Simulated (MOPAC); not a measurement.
MOPAC input (PM7):

```
PM7 1SCF GEO-OK AUX(PRECISION=9) THREADS=1
CH4S

C    -0.04018470 1    1.15654088 1    0.00773656 1
S    -0.05235919 1   -0.66642908 1   -0.00484680 1
H     1.27920297 1   -0.84038919 1    0.00081397 1
H    -1.08380254 1    1.46636619 1    0.00449144 1
H     0.43713012 1    1.54268855 1    0.90584820 1
H     0.44632472 1    1.55495443 1   -0.88002423 1
```

From the last part of the output:

```
                                                       MOPAC v23.2.5 Linux

          FINAL HEAT OF FORMATION =         -4.86799 KCAL/MOL =     -20.36766 KJ/MOL

          COSMO AREA              =         82.33 SQUARE ANGSTROMS
          COSMO VOLUME            =         65.31 CUBIC ANGSTROMS

          IONIZATION POTENTIAL    =          8.887434 EV
          HOMO LUMO ENERGIES (EV) =         -8.887 -0.293
          NO. OF FILLED LEVELS    =          7
          MOLECULAR WEIGHT        =         48.1026         POINT GROUP:  Cs

          MOLECULAR DIMENSIONS (Angstroms)

            Atom       Atom       Distance
            H     4    H     3     3.30226
            S     2    H     6     2.12691
            H     6    H     5     1.62091

          SCF CALCULATIONS        =          1

   ATOM   CHEMICAL          X               Y               Z
  NUMBER   SYMBOL      (ANGSTROMS)     (ANGSTROMS)     (ANGSTROMS)

     1       C         -0.04018470  *   1.15654088  *   0.00773656  *
     2       S         -0.05235919  *  -0.66642908  *  -0.00484680  *
     3       H          1.27920297  *  -0.84038919  *   0.00081397  *
     4       H         -1.08380254  *   1.46636619  *   0.00449144  *
     5       H          0.43713012  *   1.54268855  *   0.90584820  *
     6       H          0.44632472  *   1.55495443  *  -0.88002423  *

                             CARTESIAN COORDINATES

   1    C       -0.040184700     1.156540880     0.007736560
   2    S       -0.052359190    -0.666429080    -0.004846800
   3    H        1.279202970    -0.840389190     0.000813970
   4    H       -1.083802540     1.466366190     0.004491440
   5    H        0.437130120     1.542688550     0.905848200
   6    H        0.446324720     1.554954430    -0.880024230

           Empirical Formula: C H4 S  =     6 atoms

      MOLECULAR POINT GROUP   :   Cs

                  EIGENVALUES
 -28.00707 -22.41294 -15.10361 -14.75748 -13.07344 -11.14162  -8.88743  -0.29281
   0.20979   0.52525   0.62835   0.70275   1.92736   3.40632   5.20154   5.24670
   6.26706

              NET ATOMIC CHARGES AND DIPOLE CONTRIBUTIONS

  ATOM NO.   TYPE          CHARGE      No. of ELECS.   s-Pop       p-Pop       d-Pop
    1          C          -0.484468        4.4845     1.07016     3.41431
    2          S          -0.162864        6.1629     1.88641     4.14743     0.12902
    3          H           0.150769        0.8492     0.84923
    4          H           0.171913        0.8281     0.82809
    5          H           0.162325        0.8377     0.83768
    6          H           0.162325        0.8377     0.83768
 DIPOLE           X         Y         Z       TOTAL
 POINT-CHG.     0.855     0.847     0.010     1.204
 HYBRID         0.346     0.563     0.006     0.660
 SUM            1.201     1.410     0.016     1.852

          ATOMIC ORBITAL ELECTRON POPULATIONS

     Atom    s        px        py        pz      x^2-y^2     xz        z^2       yz        xy
    1  C   1.07016   1.20069   1.02606   1.18756
    2  S   1.88641   1.16583   0.98801   1.99358   0.07724   0.00224   0.03317   0.00549   0.01088
    3  H   0.84923
    4  H   0.82809
    5  H   0.83768
    6  H   0.83768

 **********************
 *                    *
 * JOB ENDED NORMALLY *
 *                    *
 **********************

 == MOPAC DONE ==
```
